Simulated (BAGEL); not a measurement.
# [HF2]− (SMILES F[H-]F) at HF/6-31G(d) (density fitting with qzvpp-jkfit, spherical functions)

What is the vertical ionisation energy of [HF2]− at HF/6-31G* (density fitting with qzvpp-jkfit, spherical functions)? 

The results are computed with BAGEL 1.2.2.

3 further runs of the same task are left out: 3 set aside as unsound or not needed. Runs told in other sessions of the task aren't counted.

## Step 1: The structure to begin with

[HF2]− has 3 atoms, charge -1, and is taken as a singlet. As SMILES, `F[H-]F`. The coordinates come from a PBE0-D4/def2-TZVPD relaxation.

A long bond or contact: F1–H2 1.143 Å.

## Step 2: A single-point energy at HF/6-31G(d) (density fitting with qzvpp-jkfit, spherical functions)

File calc.json:

```json
{ "bagel" : [

{
  "title" : "molecule",
  "basis" : "6-31gs.json",
  "df_basis" : "qzvpp-jkfit",
  "angstrom" : "true",
  "geometry" : [
    { "atom" : "F", "xyz" : [      -0.973200,       0.344400,      -0.491000 ] },
    { "atom" : "H", "xyz" : [       0.000000,       0.000000,       0.000000 ] },
    { "atom" : "F", "xyz" : [       0.973200,      -0.344400,       0.491000 ] }
  ]
},

{
  "title" : "hf",
  "charge" : -1
},

{
  "title" : "print",
  "file" : "orbitals.molden",
  "orbitals" : "true"
}

]}
```

The basis set 6-31G* is read from a file made from the Basis Set Exchange's data (not shown).

The run is started by

```
$ BAGEL_NUM_THREADS=1 BAGEL calc.json > calc.out
```

Output:

```text
* using 1 threads per process

  ===============================================================
  ===============================================================

  *** Geometry ***

  { "atom" : "F", "xyz" : [     -1.839081,      0.650822,     -0.927856 ] },
  { "atom" : "H", "xyz" : [      0.000000,      0.000000,      0.000000 ] },
  { "atom" : "F", "xyz" : [      1.839081,     -0.650822,      0.927856 ] },

  Number of auxiliary basis functions:      172

  Since a DF basis is specified, we compute 2- and 3-index integrals:
    o Being stored without compression. Storage requirement is 0.001 GB

  Number of basis functions:       30
  Number of electrons      :       19

    * METHOD: MOLECULE                             0.02

  *** RHF ***

  === Nuclear Repulsion ===
    27.0801256169

      * DIIS with orbital gradients will be used.

  === RHF iteration (6-31gs.json) ===
      0       -199.25016402          0.04804295           0.00
      1       -199.39016107          0.02574008           0.00
      2       -199.44314994          0.00047269           0.00
      3       -199.44318481          0.00004166           0.00
      4       -199.44318507          0.00000732           0.00
      5       -199.44318508          0.00000113           0.00
      6       -199.44318508          0.00000022           0.00
      7       -199.44318508          0.00000003           0.00
      8       -199.44318508          0.00000000           0.00
    * SCF iteration converged.

    * Permanent dipole moment:
           (   -0.000000,     0.000000,    -0.000000) a.u.

    * METHOD: HF                                   0.04

    * METHOD: PRINT                                0.00

  ===============================================================
```

It took 0.24 s on 1 thread of Arm Neoverse V1, shared host.

## Step 3: Doublet neutral HF2

File input.json:

```json
{ "bagel": [

{
  "title": "molecule",
  "basis": "6-31gs.json",
  "df_basis": "qzvpp-jkfit",
  "angstrom": true,
  "geometry": [
    { "atom": "F", "xyz": [   -0.973200,    0.344400,   -0.491000 ] },
    { "atom": "H", "xyz": [    0.000000,    0.000000,    0.000000 ] },
    { "atom": "F", "xyz": [    0.973200,   -0.344400,    0.491000 ] }
  ]
},
{
  "title": "uhf",
  "nopen": 1
},
{
  "title": "print",
  "file": "orbitals.molden",
  "orbitals": true
}

]}
```

The basis set 6-31G* is read from a file made from the Basis Set Exchange's data (not shown).

The run is started by

```
$ BAGEL_NUM_THREADS=1 BAGEL input.json > input.out
```

Output:

```text
* using 1 threads per process

  ===============================================================
  ===============================================================

  *** Geometry ***

  { "atom" : "F", "xyz" : [     -1.839081,      0.650822,     -0.927856 ] },
  { "atom" : "H", "xyz" : [      0.000000,      0.000000,      0.000000 ] },
  { "atom" : "F", "xyz" : [      1.839081,     -0.650822,      0.927856 ] },

  Number of auxiliary basis functions:      172

  Since a DF basis is specified, we compute 2- and 3-index integrals:
    o Being stored without compression. Storage requirement is 0.001 GB

  Number of basis functions:       30
  Number of electrons      :       19

    * METHOD: MOLECULE                             0.02

  *** Open-shell HF ***

  === Nuclear Repulsion ===
    27.0801256169

      * DIIS with orbital gradients will be used.

  === UHF iteration (6-31gs.json) ===
      0       -199.20521433          0.06025300           0.00
      1       -199.28043656          0.02338420           0.00
      2       -199.29565575          0.01146088           0.00
      3       -199.29927226          0.00156867           0.00
      4       -199.30036554          0.00032147           0.00
      5       -199.30046513          0.00011331           0.00
      6       -199.30047765          0.00001630           0.00
      7       -199.30047770          0.00000427           0.00
      8       -199.30047770          0.00000048           0.00
      9       -199.30047770          0.00000018           0.00
     10       -199.30047770          0.00000005           0.00
     11       -199.30047770          0.00000001           0.00
    * SCF iteration converged.

    * S^2 (UHF) is 0.8303

    * Permanent dipole moment:
           (   -0.000000,     0.000000,    -0.000000) a.u.

    * METHOD: UHF                                  0.07

    * METHOD: PRINT                                0.00

  ===============================================================
```

It took 0.26 s on 1 thread of Arm Neoverse V1, shared host.

## Step 4: What came out

Level: HF/6-31G* (density fitting with qzvpp-jkfit, spherical functions).

| quantity | value |
| --- | --- |
| singlet [HF2]−: total energy | -199.44319 Eh |
| singlet [HF2]−: HOMO energy | -6.05 eV |
| singlet [HF2]−: LUMO energy | 18.47 eV |
| singlet [HF2]−: HOMO–LUMO gap (to an unbound level, set by the basis) | 24.52 eV |
| doublet neutral HF2: total energy | -199.30048 Eh |
| doublet neutral HF2: dipole moment | 0.00 D |
| doublet neutral HF2: ⟨S²⟩ | 0.830 |
| vertical detachment energy (to the doublet neutral) | 3.883 eV |

Removing an electron at fixed nuclei costs 3.88 eV (375 kJ/mol). The negative HOMO energy of the first species, 6.05 eV, lies 2.16 eV above that difference.
